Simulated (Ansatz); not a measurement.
# SiH3 (doublet): from Hartree-Fock to the top rungs at distance H1–H2 along a hydrogen transfer = 1.293 Å, 6-31G

Aim: climb from Hartree-Fock through coupled cluster and multireference methods for SiH3 (doublet) at one geometry and basis, and see what each rung misses.

The runs use Ansatz 0.2.0, Gaussian basis; 6-31G, core rule «outside noble gas», up to 5 orbitals frozen.

Plan: UHF; CCSD(T) on ROHF; CCSD(T) on UHF; BCCD(T) on ROHF; CISD; CCSDT(Q) on ROHF; CCSDT(Q) on UHF; CISDTQ; CCSDTQ on ROHF; CCSDTQ on UHF; CASSCF and MRCISD+Q, 3 electrons in 3 orbitals; CASSCF and NEVPT2, 3 electrons in 3 orbitals; CASSCF and MRCISD+Q, 7 electrons in 7 orbitals; CASSCF and NEVPT2, 7 electrons in 7 orbitals; Full CI.

6 further runs of the same task are left out: 5 that didn't finish, 1 set aside as unsound or not needed.

## (1) What is computed

The geometry derives from fragments relaxed apart (PBE0/def2-TZVP) and kept rigid, so it is no stationary point. A hydrogen atom is moved between rigid fragments.

4 atoms, charge 0, spin multiplicity 2.

Atoms are counted from 1 here; the program's logs count them from 0.

Bond lengths: H2–Si3 1.531 Å, Si3–H4 1.532 Å. Angles: H2–Si3–H4 105.0°.

## (2) UHF

in.yaml

```yaml
crystal:
  periodic: [false, false, false]
  atoms:
    - {symbol: H, position_ang: [-2.695743, 0.047936, 0.000000]}
    - {symbol: H, position_ang: [-1.402743, 0.047936, 0.000000]}
    - {symbol: Si, position_ang: [0.128257, 0.047936, 0.000000]}
    - {symbol: H, position_ang: [0.524692, -1.431577, 0.000000]}
basis:
  gaussian: {orbitals: 6-31G}
magnetization: {spin_polarized: true, initial_magnetization: 1}
hamiltonian: {xc: hf}
output: {orbitals: {seedname: orbitals}}
```

Started as:

```console
$ ansatz run in.yaml --threads 1 --pin off --events-out ev --progress --plain --max-ram 2393MiB
```

After this run come: CCSD(T) on ROHF; CCSD(T) on UHF; BCCD(T) on ROHF; CISD; CCSDT(Q) on ROHF; CCSDT(Q) on UHF; CISDTQ; CCSDTQ on ROHF; CCSDTQ on UHF; CASSCF and MRCISD+Q, 3 electrons in 3 orbitals; CASSCF and NEVPT2, 3 electrons in 3 orbitals; CASSCF and MRCISD+Q, 7 electrons in 7 orbitals; CASSCF and NEVPT2, 7 electrons in 7 orbitals; Full CI.

**Question.** What will the summary of the whole plan be? Wanted: FCI below the RHF energy; RMP2 from FCI; UMP2 from FCI; RCCSD from FCI; RCCSD(T) from FCI; UCCSD(T) from FCI; RCCSDT(Q) from FCI; UCCSDT(Q) from FCI; NEVPT2 pair from FCI.

The runs gave:

```
                         quantity                                                                                                                                        value
         FCI below the RHF energy                                                                                                                                   -1.9623 eV
                    RMP2 from FCI                                                                                                                                 +63.2 kJ/mol
                    UMP2 from FCI                                                                                                                                 +62.6 kJ/mol
                   RCCSD from FCI                                                                                                                                  +3.1 kJ/mol
                RCCSD(T) from FCI                                                                                                                                  +1.1 kJ/mol
                UCCSD(T) from FCI                                                                                                                                  +1.4 kJ/mol
               RCCSDT(Q) from FCI                                                                                                                                  +0.1 kJ/mol
               UCCSDT(Q) from FCI                                                                                                                                  +0.1 kJ/mol
             NEVPT2 pair from FCI                                                                                                                                 +48.1 kJ/mol
          NEVPT2 valence from FCI                                                                                                                                 +16.9 kJ/mol
        MRCISD+Q valence from FCI                                                                                                                                  +1.3 kJ/mol
levels within 1 kcal/mol (43 meV)  RCCSD, UCCSD, RCCSD(T), UCCSD(T), BCCD(T), RCCSDT, UCCSDT, CISDTQ, RCCSDT(Q), UCCSDT(Q), RCCSDTQ, UCCSDTQ, MRCISD valence, MRCISD+Q valence
                    T1 diagnostic                                                                                                                                        0.033
   effectively unpaired electrons                                                                                                                                         1.05
```

What this shows: RCCSD(T) lands +1.1 kJ/mol from the yardstick (0.6 % of the correlation energy). One determinant dominates. Of the multireference levels listed MRCISD+Q valence comes nearest in total energy (+1.3 kJ/mol), which doesn't show that its space is the better one. These misses are within one basis, not against nature; the frozen cores of restricted and unrestricted runs differ, which can shift their rows.
